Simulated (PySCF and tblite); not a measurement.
Results of a calculation; reference values are marked as such.
1,4-Dichlorobutane, C4H8Cl2, numbered as in [Cl:1][CH2:2][CH2:3][CH2:4][CH2:5][Cl:6].

First level. Conformers came from 150 starts (ETKDG, MMFF94s, GFN2-xTB); geometries are GFN2-xTB. Weights use TPSS-D3(BJ)/def2-TZVP (IEF-PCM, dichloromethane) energies plus GFN2-xTB zero-point and thermal terms (modes under about 100 cm⁻¹ blended into free rotors). Symmetry numbers and mirror images are counted. Conformers within 3 kcal/mol (GFN2-xTB free energy) were kept, 10 at most. GIAO shieldings: wB97X-D/pcSseg-1 (IEF-PCM, dichloromethane). Shifts are against TMS (¹H), TMS (¹³C) at the same level. Run with PySCF (density fitting) and tblite.

It gives, at 298.15 K, with 9 conformers (largest weight 31 %): ¹H: 3.79 (H2/H5, 4H), 1.82 (H3/H4, 4H) ppm. ¹³C: 51.9 (C2/C5), 34.6 (C3/C4) ppm.

Second level: GFN2-xTB geometries, energies HF-D3(BJ)/pcSseg-1 (IEF-PCM, chloroform), shieldings HF/pcSseg-1 (IEF-PCM, chloroform), on up to 4 of the same conformers.

Q: How do the averaged shifts change?

A: 
```csv
signal,first,second,change (ppm)
H2/H5,3.79,3.75,-0.04
H3/H4,1.82,1.78,-0.04
C2/C5,51.9,47.9,-4.1
C3/C4,34.6,30.7,-3.8
```

The largest weight becomes 33 %.

Shifts are unscaled: against experiment ¹³C can be off by 15 ppm or more and ¹H by 0.8 ppm.
